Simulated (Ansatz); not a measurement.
Basis sets compared for the cluster MgF₂⁻ (the lowest doublet isomer of a short search). Total charge -1; doublet. Geometry r2SCAN-D4/def2-TZVPD. Ansatz on 4 threads of AMD EPYC 7B13 on a shared host; times are rough, and most runs start from earlier orbitals.

```csv
atom,x (Å),y (Å),z (Å)
Mg1,0.5569,-0.0961,0.1203
F2,0.0919,1.5089,-0.6071
F3,-0.6488,-1.4128,0.4868
```

At PBE-D4/def2-SVPD, PBE-D4/def2-TZVPD, PBE0-D4/def2-SVPD, PBE0-D4/def2-TZVPD the highest occupied level of the charge -1 doublet lies above zero (up to 1.07 eV). By energy differences its removal costs 1.41 eV (vertical, to the charge 0 singlet, at PBE-D4/def2-TZVPD); a positive level beside a positive removal energy at the same level points to self-interaction error. The structure comes from a short search, and lower isomers may exist.

```json
{"level": "PBE-D4/def2-SVPD", "functions": "67", "energy (Eh)": "-399.4095", "HOMO (eV)": "1.07", "LUMO (eV)": "2.27", "wall time": "0.6 s"}
{"level": "PBE0-D4/def2-SVPD", "functions": "67", "energy (Eh)": "-399.4218", "HOMO (eV)": "0.39", "LUMO (eV)": "2.97", "wall time": "0.7 s"}
```

Task: Estimate the rows for PBE-D4/def2-TZVPD (with forces), PBE0-D4/def2-TZVPD.

Result: 
| level | functions | energy (Eh) | HOMO (eV) | LUMO (eV) | wall time |
| --- | --- | --- | --- | --- | --- |
| PBE-D4/def2-TZVPD (with forces) | 115 | -399.7094 | 1.07 | 2.25 | 1.4 s |
| PBE0-D4/def2-TZVPD | 115 | -399.7213 | 0.40 | 2.95 | 1.8 s |
